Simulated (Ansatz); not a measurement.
**CH3SSi with multiplicity 2: rotation by 180° about the Si2–S3 bond, part 1 of 2**

Aim: the minimum-energy path and barrier of the rotation by 180° about the Si2–S3 bond. The ends are relaxed first, then joined by a nudged elastic band. SMILES of the start: [CH]=[SiH]S.

Program: Ansatz 0.2.0. Level of theory: UKS B3LYP/def2-SVP. These are calculated values, not measurements.

## Step 1: The structure to begin with

Bond lengths: C1–Si2 1.765 Å, Si2–S3 2.157 Å, C1–H4 1.092 Å, Si2–H5 1.463 Å, S3–H6 1.321 Å. Angles: C1–Si2–S3 108.9°, C1–Si2–H5 153.1°, S3–Si2–H5 98.1°, Si2–C1–H4 117.8°, Si2–S3–H6 95.2°.

As a file:

```xyz
6

C    -0.8153   -1.0260   -0.5732
Si   -0.1651    0.5826   -0.2490
S     1.4107    0.4161    1.2149
H    -1.6264   -1.1100   -1.2997
H    -0.1124    2.0318   -0.4437
H     1.3086   -0.8944    1.3506
```

## Step 2: Relaxing end A

input.yaml

```yaml
crystal:
  periodic: [false, false, false]
  atoms:
    - { symbol: C, position_ang: [-0.8153, -1.02604, -0.57317] }
    - { symbol: Si, position_ang: [-0.16515, 0.58263, -0.24902] }
    - { symbol: S, position_ang: [1.41066, 0.41606, 1.21491] }
    - { symbol: H, position_ang: [-1.62644, -1.11004, -1.29966] }
    - { symbol: H, position_ang: [-0.11238, 2.0318, -0.44368] }
    - { symbol: H, position_ang: [1.30861, -0.89441, 1.35062] }
magnetization:
  spin_polarized: true
  initial_magnetization: 1
basis:
  gaussian: { orbitals: def2-SVP }
hamiltonian:
  xc: b3lyp
relax:
  f_tol: 0.015
  max_steps: 40
```

Command:

```
$ ansatz run input.yaml --threads 1 --pin off --max-ram 2048MiB --backend cpu --events-out ev --progress --plain --runs-dir out
```

What it wrote, shortened:

```text
Warning: RAYON_NUM_THREADS=1 ignored (pool sized by the plan → 1); use --threads N
[...]
Functional definition: B3LYP
[...]
674 factors; integrals over basis functions are off by at most 3.2e-4 eV
[...]
mean field -19789.38956778 eV, -727.2466528859 hartree, gradient 7.8e-8 eV, S^2 0.755126; 2 other end points of the search recorded, 0 dependent functions left out
[...]
reference -19789.38976714 eV, -727.2466602123 hartree; 20, 19 occupied and 45, 46 virtual orbitals, 674 factors
relax step   1: F+E_penalty+E_count = -19789.38956778 eV  Δ(F+E_penalty+E_count) = +0.000e0 eV  max|allowed force component| = 1.205e0 eV/Å  Δτ_max = 0.0000 Å  (253 SCF iters, accepted)
[...]
relax step   5: F+E_penalty+E_count = -19790.06029014 eV  Δ(F+E_penalty+E_count) = -1.438e-1 eV  max|allowed force component| = 8.201e-1 eV/Å  Δτ_max = 0.1245 Å  (39 SCF iters, accepted)
[...]
relax step   9: F+E_penalty+E_count = -19790.20353788 eV  Δ(F+E_penalty+E_count) = -2.037e-2 eV  max|allowed force component| = 1.506e-1 eV/Å  Δτ_max = 0.1000 Å  (38 SCF iters, accepted)
[...]
relax step  13: F+E_penalty+E_count = -19790.20264018 eV  Δ(F+E_penalty+E_count) = +4.059e-3 eV  max|allowed force component| = 5.276e-1 eV/Å  Δτ_max = 0.0867 Å  (35 SCF iters, rejected (line search))
[...]
relax step  15: F+E_penalty+E_count = -19790.21025159 eV  Δ(F+E_penalty+E_count) = -3.791e-4 eV  max|allowed force component| = 2.067e-2 eV/Å  Δτ_max = 0.0057 Å  (33 SCF iters, accepted)
[...]
relax step  16: F+E_penalty+E_count = -19790.21028771 eV  Δ(F+E_penalty+E_count) = -3.612e-5 eV  max|allowed force component| = 5.956e-3 eV/Å  Δτ_max = 0.0035 Å  (30 SCF iters, accepted)
674 factors; integrals over basis functions are off by at most 3.5e-4 eV
[...]
mean field -19790.21028771 eV, -727.2768137869 hartree, gradient 3.1e-5 eV, S^2 0.765325; 3 other end points of the search recorded, 0 dependent functions left out
[...]
reference -19790.21049733 eV, -727.2768214903 hartree; 20, 19 occupied and 45, 46 virtual orbitals, 674 factors
Total energy: -19790.21049733 eV, -727.2768214903 hartree
Atom 0 at    -1.020488    -0.593600    -0.831529 Å, force    -0.000180    -0.002062    -0.000705 eV/Å
Atom 1 at    -0.078385     0.609187    -0.151235 Å, force    -0.003041    -0.000685    -0.002576 eV/Å
Atom 2 at     1.494139     0.371798     1.284924 Å, force     0.005956    -0.001731     0.005632 eV/Å
Atom 3 at    -1.556167    -1.461162    -1.195556 Å, force    -0.000662    -0.000413     0.000038 eV/Å
Atom 4 at    -0.212116     2.048545    -0.461787 Å, force    -0.001073     0.004239    -0.001392 eV/Å
Atom 5 at     1.373016    -0.974768     1.355183 Å, force    -0.001000     0.000652    -0.000997 eV/Å
Dipole moment:     0.041424    -0.070364     0.045746 e Å
```

Run time: 2 min. Hardware: 1 thread of Arm Neoverse N1, shared host; peak memory 0.17 GiB.

Step by step:

```csv
step,energy from step 1 (eV),largest force component (eV/Å)
1,0.0000,1.2050
2,-0.2685,1.4471
3,-0.3732,2.1778
4,-0.5269,1.1145
5,-0.6707,0.8201
6,-0.7534,0.8033
7x,-0.6900,1.5971
8,-0.7936,0.2186
9,-0.8140,0.1506
10,-0.8146,0.2388
11,-0.8156,0.2679
12,-0.8171,0.0904
13x,-0.8131,0.5276
14,-0.8203,0.0963
15,-0.8207,0.0207
16,-0.8207,0.0060
```

Step 1 is the start. 2 steps were tried and not accepted (marked x).

After: Bond lengths: C1–Si2 1.672 Å, Si2–S3 2.143 Å, C1–H4 1.083 Å, Si2–H5 1.479 Å, S3–H6 1.354 Å. Angles: C1–Si2–S3 127.3°, C1–Si2–H5 124.3°, S3–Si2–H5 108.4°, Si2–C1–H4 172.7°, Si2–S3–H6 94.5°.

## Step 3: End point B

The second end starts from a geometry with the move made by hand.

input.yaml, as its differences from that of step 2:

```diff
@@ -8,3 +8,3 @@
     - { symbol: H, position_ang: [-0.11238, 2.0318, -0.44368] }
-    - { symbol: H, position_ang: [1.30861, -0.89441, 1.35062] }
+    - { symbol: H, position_ang: [1.68617, 1.70819, 1.24034] }
 magnetization:
```

Command:

```
$ ansatz run input.yaml --threads 1 --pin off --max-ram 2048MiB --backend cpu --events-out ev --progress --plain --runs-dir out
```

What it wrote, shortened:

```text
Warning: RAYON_NUM_THREADS=1 ignored (pool sized by the plan → 1); use --threads N
[...]
[... 1 set-up line as earlier in the session ...]
[...]
676 factors; integrals over basis functions are off by at most 3.1e-4 eV
[...]
mean field -19789.31276233 eV, -727.2438303375 hartree, gradient 3.5e-6 eV, S^2 0.756616; 2 other end points of the search recorded, 0 dependent functions left out
[...]
reference -19789.31296304 eV, -727.2438377136 hartree; 20, 19 occupied and 45, 46 virtual orbitals, 676 factors
relax step   1: F+E_penalty+E_count = -19789.31276233 eV  Δ(F+E_penalty+E_count) = +0.000e0 eV  max|allowed force component| = 1.338e0 eV/Å  Δτ_max = 0.0000 Å  (171 SCF iters, accepted)
[...]
relax step   4: F+E_penalty+E_count = -19789.93404836 eV  Δ(F+E_penalty+E_count) = -1.498e-1 eV  max|allowed force component| = 1.229e0 eV/Å  Δτ_max = 0.1215 Å  (43 SCF iters, accepted)
[...]
676 factors; integrals over basis functions are off by at most 3.4e-4 eV
[...]
mean field -19790.17188786 eV, -727.2754026185 hartree, gradient 1.9e-5 eV, S^2 0.766229; 3 other end points of the search recorded, 0 dependent functions left out
[...]
reference -19790.17209660 eV, -727.2754102896 hartree; 20, 19 occupied and 45, 46 virtual orbitals, 676 factors
Total energy: -19790.17209660 eV, -727.2754102896 hartree
Atom 0 at    -1.020190    -0.600978    -0.804154 Å, force     0.002617     0.014710    -0.002999 eV/Å
Atom 1 at    -0.059088     0.627863    -0.203202 Å, force    -0.000142    -0.004286     0.003294 eV/Å
Atom 2 at     1.521437     0.333441     1.215911 Å, force     0.004833     0.002627     0.003943 eV/Å
Atom 3 at    -1.565156    -1.470475    -1.147321 Å, force    -0.007559    -0.011050    -0.003941 eV/Å
Atom 4 at    -0.202616     2.051839    -0.584051 Å, force    -0.003122    -0.003743    -0.002380 eV/Å
Atom 5 at     1.703172     1.660910     1.412538 Å, force     0.003374     0.001741     0.002084 eV/Å
Dipole moment:     0.076267     0.303131     0.041443 e Å
```

Wall time 89 s (1 thread of Arm Neoverse N1, shared host); peak memory 0.16 GiB.

Relaxation path:

```csv
step,energy from step 1 (eV),largest force component (eV/Å)
1,0.0000,1.3380
2,-0.3194,1.5468
3,-0.4715,1.8848
4,-0.6213,1.2290
5,-0.6937,0.5793
6,-0.7794,0.7410
7,-0.8257,0.4576
8,-0.8353,0.3708
9,-0.8385,0.4245
10,-0.8586,0.0507
11,-0.8590,0.0268
12,-0.8591,0.0147
```

Step 1 is the start.

After: Bond lengths: C1–Si2 1.672 Å, Si2–S3 2.144 Å, C1–H4 1.082 Å, Si2–H5 1.481 Å, S3–H6 1.354 Å. Angles: C1–Si2–S3 124.1°, C1–Si2–H5 124.0°, S3–Si2–H5 111.9°, Si2–C1–H4 173.8°, Si2–S3–H6 93.5°.

## Step 4: The band

crystal.atoms is end A as relaxed above, and neb.final_atoms is end B, turned to lie on A. With 9 inner images the band has 11 in all.

input.yaml

```yaml
crystal:
  periodic: [false, false, false]
  atoms:
    - { symbol: C, position_ang: [-1.020488, -0.5936, -0.831529] }
    - { symbol: Si, position_ang: [-0.078385, 0.609187, -0.151235] }
    - { symbol: S, position_ang: [1.494139, 0.371798, 1.284924] }
    - { symbol: H, position_ang: [-1.556167, -1.461162, -1.195556] }
    - { symbol: H, position_ang: [-0.212116, 2.048545, -0.461787] }
    - { symbol: H, position_ang: [1.373016, -0.974768, 1.355183] }
magnetization:
  spin_polarized: true
  initial_magnetization: 1
basis:
  gaussian: { orbitals: def2-SVP }
hamiltonian:
  xc: b3lyp
neb:
  order_check: false
  images: 9
  f_tol: 0.05
  max_iterations: 26
  initial_path: idpp
  final_atoms:
    - { symbol: C, position_ang: [-1.20775522, -0.63748325, -0.99810909] }
    - { symbol: Si, position_ang: [-0.08717425, 0.24923719, -0.1303904] }
    - { symbol: S, position_ang: [1.39795655, -0.61574382, 1.15211482] }
    - { symbol: H, position_ang: [-1.8690311, -1.30521345, -1.53441792] }
    - { symbol: H, position_ang: [-0.00638133, 1.72787322, -0.15188208] }
    - { symbol: H, position_ang: [1.77238435, 0.5813301, 1.66268468] }
```

Command:

```
$ ansatz run input.yaml --threads 1 --pin off --max-ram 2048MiB --backend cpu --events-out ev --progress --plain --runs-dir out
```

What it wrote, shortened:

```text
Warning: RAYON_NUM_THREADS=1 ignored (pool sized by the plan → 1); use --threads N
[...]
[... 1 set-up line as earlier in the session ...]
[...]
674 factors; integrals over basis functions are off by at most 3.1e-4 eV
[...]
mean field -19790.21028666 eV, -727.2768137486 hartree, gradient 4.9e-5 eV, S^2 0.765325; 2 other end points of the search recorded, 0 dependent functions left out
[...]
reference -19790.21049611 eV, -727.2768214456 hartree; 20, 19 occupied and 45, 46 virtual orbitals, 674 factors
674 factors; integrals over basis functions are off by at most 3.4e-4 eV
[...]
mean field -19790.17188548 eV, -727.2754025310 hartree, gradient 2.7e-5 eV, S^2 0.766228; 2 other end points of the search recorded, 0 dependent functions left out
[...]
reference -19790.17209454 eV, -727.2754102139 hartree; 20, 19 occupied and 45, 46 virtual orbitals, 674 factors
[...]
NEB iter   5: max|band force component| = 6.927e-2 eV/Å  barrier→ = 0.0894 eV  barrier← = 0.0510 eV  CI = image 5  Δτ_max = 0.0112 Å  (271 SCF iters)
[...]
NEB iter   6: max|band force component| = 4.247e-2 eV/Å  barrier→ = 0.0891 eV  barrier← = 0.0507 eV  CI = image 5  Δτ_max = 0.0000 Å  (726 SCF iters)
Total energy: -19790.12141187 eV, -727.2735476600 hartree
Atom 0 at    -0.795701    -0.513929    -1.215658 Å, force    -0.036841     0.009283    -0.033198 eV/Å
Atom 1 at    -0.128604     0.514909    -0.071954 Å, force     0.039036     0.000970     0.038424 eV/Å
Atom 2 at     1.683725     0.083781     1.013473 Å, force    -0.012699    -0.002881    -0.000347 eV/Å
Atom 3 at    -1.130292    -1.287054    -1.897079 Å, force     0.011876    -0.020140     0.002156 eV/Å
Atom 4 at    -0.697152     1.852896     0.199664 Å, force    -0.005820     0.008515    -0.001839 eV/Å
Atom 5 at     1.068023    -0.650602     1.971554 Å, force     0.004448     0.004252    -0.005196 eV/Å
Dipole moment:    -0.109024    -0.038158     0.174473 e Å
this run last wrote the band of iteration 6 to <dir>
```

Wall time 5.7 min (1 thread of Arm Neoverse N1, shared host); peak memory 0.15 GiB.

## Step 5: What the band shows

Images 0 and 10 are the ends. Energies count from image 0; the path length is the program's own measure over all atoms.

| image | path (Å) | energy (eV) | dihedral C1–Si2–S3–H6 (°) | band force (eV/Å) |
| --- | --- | --- | --- | --- |
| 0 | 0.000 | 0.0000 | 0 | - |
| 1 | 0.249 | 0.0101 | -19 | 0.026 |
| 2 | 0.499 | 0.0351 | -38 | 0.042 |
| 3 | 0.749 | 0.0630 | -55 | 0.017 |
| 4 | 1.000 | 0.0827 | -70 | 0.041 |
| 5* | 1.250 | 0.0891 | -85 | 0.039 |
| 6 | 1.556 | 0.0818 | -102 | 0.035 |
| 7 | 1.863 | 0.0657 | -119 | 0.035 |
| 8 | 2.169 | 0.0497 | -136 | 0.013 |
| 9 | 2.475 | 0.0406 | -153 | 0.010 |
| 10 | 2.781 | 0.0384 | -171 | - |

The star marks the climbing image.

image, energy (eV) and a bar:
```
        0      0.000 
        1      0.010 ###
        2      0.035 ############
        3      0.063 #####################
        4      0.083 ############################
        5      0.089 ##############################
        6      0.082 ############################
        7      0.066 ######################
        8      0.050 #################
        9      0.041 ##############
       10      0.038 #############
```

How the highest energy settled:

| iteration | highest image above image 0 (eV) | largest band force (eV/Å) |
| --- | --- | --- |
| 1 | 0.1074 | 0.372 |
| 2 | 0.0907 | 0.161 |
| 3 | 0.0900 | 0.064 |
| 4 | 0.0896 | 0.105 |
| 5 | 0.0894 | 0.069 |
| 6 | 0.0891 | 0.042 |

Positions of all images (Å):

```xyz
6
image=0 dE=0.0000
C    -1.020   -0.594   -0.832
Si   -0.078    0.609   -0.151
S     1.494    0.372    1.285
H    -1.556   -1.461   -1.196
H    -0.212    2.049   -0.462
H     1.373   -0.975    1.355
6
image=1 dE=0.0101
C    -0.960   -0.595   -0.918
Si   -0.094    0.600   -0.130
S     1.558    0.348    1.215
H    -1.480   -1.453   -1.325
H    -0.313    2.048   -0.331
H     1.289   -0.949    1.490
6
image=2 dE=0.0351
C    -0.908   -0.582   -1.004
Si   -0.107    0.585   -0.109
S     1.612    0.304    1.151
H    -1.399   -1.431   -1.463
H    -0.418    2.027   -0.197
H     1.221   -0.902    1.622
6
image=3 dE=0.0630
C    -0.863   -0.558   -1.087
Si   -0.117    0.566   -0.090
S     1.651    0.239    1.095
H    -1.311   -1.397   -1.606
H    -0.519    1.988   -0.063
H     1.159   -0.837    1.750
6
image=4 dE=0.0827
C    -0.829   -0.535   -1.153
Si   -0.121    0.543   -0.081
S     1.676    0.165    1.050
H    -1.219   -1.349   -1.753
H    -0.612    1.928    0.072
H     1.104   -0.752    1.866
6
image=5 dE=0.0891
C    -0.796   -0.514   -1.216
Si   -0.129    0.515   -0.072
S     1.684    0.084    1.013
H    -1.130   -1.287   -1.897
H    -0.697    1.853    0.200
H     1.068   -0.651    1.972
6
image=6 dE=0.0818
C    -0.765   -0.490   -1.291
Si   -0.143    0.462   -0.059
S     1.678   -0.014    0.987
H    -1.053   -1.198   -2.059
H    -0.770    1.743    0.334
H     1.054   -0.503    2.087
6
image=7 dE=0.0657
C    -0.732   -0.455   -1.367
Si   -0.162    0.399   -0.044
S     1.653   -0.119    0.984
H    -0.974   -1.088   -2.213
H    -0.835    1.615    0.464
H     1.050   -0.352    2.176
6
image=8 dE=0.0497
C    -0.699   -0.411   -1.439
Si   -0.177    0.331   -0.032
S     1.616   -0.235    1.004
H    -0.896   -0.955   -2.354
H    -0.890    1.472    0.588
H     1.045   -0.202    2.233
6
image=9 dE=0.0406
C    -0.650   -0.353   -1.505
Si   -0.192    0.263   -0.019
S     1.559   -0.370    1.046
H    -0.820   -0.802   -2.476
H    -0.945    1.323    0.692
H     1.048   -0.061    2.262
6
image=10 dE=0.0384
C    -1.181   -0.702   -0.987
Si   -0.106    0.245   -0.124
S     1.459   -0.538    1.115
H    -1.806   -1.404   -1.523
H    -0.126    1.726   -0.121
H     1.761    0.673    1.640
```

## Step 6: Vibrations at the top

The geometry is the highest inner image of the first converged band.

input.yaml

```yaml
crystal:
  periodic: [false, false, false]
  atoms:
    - { symbol: C, position_ang: [-0.795701, -0.513929, -1.215658] }
    - { symbol: Si, position_ang: [-0.128604, 0.514909, -0.071954] }
    - { symbol: S, position_ang: [1.683725, 0.083781, 1.013473] }
    - { symbol: H, position_ang: [-1.130292, -1.287054, -1.897079] }
    - { symbol: H, position_ang: [-0.697152, 1.852896, 0.199664] }
    - { symbol: H, position_ang: [1.068023, -0.650602, 1.971554] }
magnetization:
  spin_polarized: true
  initial_magnetization: 1
basis:
  gaussian: { orbitals: def2-SVP }
hamiltonian:
  xc: b3lyp
phonons: {}
```

Command:

```
$ ansatz run input.yaml --threads 1 --pin off --max-ram 2048MiB --backend cpu --events-out ev --progress --plain --runs-dir out
```

What it wrote, shortened:

```text
Warning: RAYON_NUM_THREADS=1 ignored (pool sized by the plan → 1); use --threads N
[...]
[... 1 set-up line as earlier in the session ...]
[...]
673 factors; integrals over basis functions are off by at most 2.3e-4 eV
[...]
mean field -19790.12121666 eV, -727.2735404862 hartree, gradient 8.6e-5 eV, S^2 0.773688; 2 other end points of the search recorded, 0 dependent functions left out
[...]
reference -19790.12142799 eV, -727.2735482524 hartree; 20, 19 occupied and 45, 46 virtual orbitals, 673 factors
[...]
673 factors; integrals over basis functions are off by at most 2.3e-4 eV
[...]
mean field -19790.12108996 eV, -727.2735358303 hartree, gradient 1.3e-6 eV, S^2 0.773545; 0 other end points of the search recorded, 0 dependent functions left out
[...]
reference -19790.12130130 eV, -727.2735435966 hartree; 20, 19 occupied and 45, 46 virtual orbitals, 673 factors
[...]
673 factors; integrals over basis functions are off by at most 2.3e-4 eV
[...]
mean field -19790.12118161 eV, -727.2735391983 hartree, gradient 2.6e-6 eV, S^2 0.773676; 0 other end points of the search recorded, 0 dependent functions left out
[...]
reference -19790.12139292 eV, -727.2735469638 hartree; 20, 19 occupied and 45, 46 virtual orbitals, 673 factors
[...]
673 factors; integrals over basis functions are off by at most 2.3e-4 eV
mean field -19790.12119589 eV, -727.2735397231 hartree, gradient 1.3e-6 eV, S^2 0.773701; 0 other end points of the search recorded, 0 dependent functions left out
[...]
reference -19790.12140723 eV, -727.2735474898 hartree; 20, 19 occupied and 45, 46 virtual orbitals, 673 factors
[...]
673 factors; integrals over basis functions are off by at most 2.3e-4 eV
[...]
mean field -19790.12116428 eV, -727.2735385615 hartree, gradient 1.6e-6 eV, S^2 0.773669; 0 other end points of the search recorded, 0 dependent functions left out
[...]
reference -19790.12137566 eV, -727.2735463293 hartree; 20, 19 occupied and 45, 46 virtual orbitals, 673 factors
[...]
673 factors; integrals over basis functions are off by at most 2.3e-4 eV
```

## Step 7: More of the same log: vibrations at the highest image of the band

The log, continued, shortened:

```text
mean field -19790.12116602 eV, -727.2735386254 hartree, gradient 1.5e-6 eV, S^2 0.773708; 0 other end points of the search recorded, 0 dependent functions left out
[...]
reference -19790.12137730 eV, -727.2735463898 hartree; 20, 19 occupied and 45, 46 virtual orbitals, 673 factors
[...]
673 factors; integrals over basis functions are off by at most 2.3e-4 eV
mean field -19790.12123359 eV, -727.2735411086 hartree, gradient 2.6e-6 eV, S^2 0.773683; 0 other end points of the search recorded, 0 dependent functions left out
[...]
reference -19790.12144489 eV, -727.2735488735 hartree; 20, 19 occupied and 45, 46 virtual orbitals, 673 factors
[...]
673 factors; integrals over basis functions are off by at most 2.3e-4 eV
mean field -19790.12117412 eV, -727.2735389231 hartree, gradient 1.4e-6 eV, S^2 0.773694; 0 other end points of the search recorded, 0 dependent functions left out
[...]
reference -19790.12140046 eV, -727.2735472407 hartree; 20, 19 occupied and 45, 46 virtual orbitals, 673 factors
WARN: phonons: modes at or below zero, which the zero-point energy, F, S and C_V leave out: 1, the lowest at -171.95 cm⁻¹. A minimum has none, and a first-order saddle one
Total energy: -19790.12142799 eV, -727.2735482524 hartree
Atom 0 at    -0.795701    -0.513929    -1.215658 Å, force    -0.036853     0.009184    -0.033182 eV/Å
Atom 1 at    -0.128604     0.514909    -0.071954 Å, force     0.039071     0.001065     0.038428 eV/Å
Atom 2 at     1.683725     0.083781     1.013473 Å, force    -0.012727    -0.002865    -0.000328 eV/Å
Atom 3 at    -1.130292    -1.287054    -1.897079 Å, force     0.011875    -0.020111     0.002155 eV/Å
Atom 4 at    -0.697152     1.852896     0.199664 Å, force    -0.005808     0.008509    -0.001851 eV/Å
Atom 5 at     1.068023    -0.650602     1.971554 Å, force     0.004442     0.004218    -0.005223 eV/Å
Dipole moment:    -0.109025    -0.038158     0.174474 e Å
Vibrations: -171.95 215.52 239.69 266.41 496.38 618.91 729.26 802.61 1075.64 2275.25 2654.30 3337.56 cm⁻¹, zero-point energy 0.788015 eV
```

Wall time 1.9 min (1 thread of Arm Neoverse N1, shared host); peak memory 0.15 GiB.

Of 12 modes, 1 is imaginary by more than 30 cm⁻¹ (172i cm⁻¹).

(Continued in part 2 of 2.)
